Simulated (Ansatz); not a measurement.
**Redistribution: C4H9N + C5H10O → C4H8O + C5H11N**

Species: C4H9N (cyclobutylamine) `NC1CCC1`, singlet; C5H10O (cyclopentanol) `OC1CCCC1`, singlet; C4H8O (cyclobutanol) `OC1CCC1`, singlet; C5H11N (cyclopentylamine) `NC1CCCC1`, singlet. The partners trade NH2 for OH; both sit on C, so the bond types are kept.

Shapes, held fixed at every level: PBE0-D4/def2-TZVP. Flexible molecules stand in one conformer, not always the lowest. Programs: Ansatz 0.2.0. Electronic energies: no zero-point or thermal term.

Task: Estimate ΔE of this reaction.

Result: The highest level, CCSD(T)/CBS estimate, gives ΔE = -3.4 kJ/mol; the levels span -5.5 to -2.9. That is about zero within the method's error. The column of differences is taken from that level and isn't an error. No measured value is set beside it here. The CBS estimate extrapolates MP2 from def2-TZVPP and def2-QZVPP and adds CCSD(T) − MP2 in the triple-zeta set, cores frozen.

| level | kind | ΔE (kJ/mol) | less CCSD(T)/CBS estimate |
| --- | --- | --- | --- |
| HF/def2-SVP | Hartree–Fock | -5.5 | -2.1 |
| PBE-D4/def2-TZVPP | GGA | -2.9 | +0.5 |
| B3LYP-D4/def2-TZVPP | global hybrid | -3.3 | +0.1 |
| wB97M-V/def2-TZVPP | range-separated hybrid | -3.0 | +0.4 |
| B2PLYP/def2-TZVPP | double hybrid | -3.9 | -0.5 |
| CCSD(T)/def2-TZVPP | coupled cluster or CI | -3.0 | +0.4 |
| CCSD(T)/CBS estimate | coupled cluster or CI | -3.4 | 0.0 |
